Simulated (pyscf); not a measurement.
Structures and frequencies: ωB97X-D3(BJ)/def2-SVP in PySCF.

PBE/def2-TZVP puts the barrier of H₂N–SiH₂–O–SiH₂–F + hydrogen (H₂) → F–SiH₂–O–SiH₃ + ammonia (NH₃) (four-centre exchange; singlet surface; N–Si, H–H broken, H–Si, H–N formed) at 43.3 kcal/mol and the reaction energy at +10.5 kcal/mol, from the separated reactants. What do B3LYP-D3(BJ)/def2-TZVP, PBE0-D3(BJ)/def2-TZVP, ωB97M-D3(BJ)/def2-TZVP give on the same structures?

B3LYP-D3(BJ): ΔE‡ = 49.0 kcal/mol, ΔE = +11.9 kcal/mol; PBE0-D3(BJ): ΔE‡ = 44.6 kcal/mol, ΔE = +11.4 kcal/mol; ωB97M-D3(BJ): ΔE‡ = 48.2 kcal/mol, ΔE = +12.1 kcal/mol. PBE's barrier lies under all of them, by 1.3 to 5.8 kcal/mol. Its reaction energy lies under all of them, by 0.9 to 1.6 kcal/mol. On the product side the descent ends in a complex (not fully relaxed), 7.1 kcal/mol under the separated species and 43.0 kcal/mol under the saddle at ωB97X-D3(BJ)/def2-TZVP. At the saddle there is also a short H–Si contact that neither side keeps. One saddle was located; it need not be the lowest between these sides.
